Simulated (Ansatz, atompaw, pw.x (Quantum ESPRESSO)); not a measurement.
## S (Z = 16) (diamond): variants of one PAW (atompaw) potential in the solid

atompaw 4.2.0.5 input, output lines left out:

```
S 16
LDA-PW scalarrelativistic loggrid 1500 logderivrange -3 5 201
3 3 0 0 0 0
3 1 4
0 0 0
c
c
v
c
v
2
1.50 1.50 1.40 1.20
y
3.8
n
y
1.9
n
y
-0.05
n
custom polynom2 7 10 vanderbiltortho besselshape
3 1 ultrasoft
1.50
1.15
1.50
1.50
1.10
```

Crystal test: diamond S in pw.x 7.5, no spin, 8³ k-points, Fermi–Dirac smearing 0.01 Ry, cutoffs set for each file from its atomic test. The reference is all-electron LAPW (Ansatz 0.2.0) with the same functional, mesh and smearing; V0 and B0 come from Birch–Murnaghan fits to the pressures at five volumes. Errors are pseudo minus all-electron; Δ is the rms difference of the E(V) curves that follow from these fits, minima aligned, over ±6 % about the mean V0. Mesh and smearing are coarse, so the numbers serve the comparison and aren't converged zero-temperature values; the lattice is a test structure that the element need not adopt.

All-electron: a0 = 5.636 Å (V0 = 22.38 Å³/atom), B0 = 52.8 GPa.

1 further variants are left out: they gave no file fit for a test, a broken result, the same result as the base, or pressures whose basis-set error rivals the error shown.

```csv
change,cutoffs (Ry),pw.x,a0 (Å),a0 error (%),B0 error (%),Δ (meV/atom),mean pressure error (GPa)
base,40/400,converged,5.643,+0.12,+0.3,0.9,+0.19
added wave 3d channel at 2.8 Ry: rc 1.50 bohr,40/400,converged,5.728,+1.63,+1.1,13.0,+2.86
wave 3p channel at 1.9 Ry: rc 1.50 bohr becomes 3p channel at 1.9 Ry: rc 1.40 bohr,40/400,converged,5.643,+0.12,+0.3,0.9,+0.19
core correction smooth core density matched at 1.32 bohr,40/400,converged,5.643,+0.12,+0.4,0.9,+0.19
"local potential troulliermartins scheme with l = 3 at 1 Ry, radius 1.40 bohr",40/400,converged,5.642,+0.09,+0.3,0.7,+0.15
```
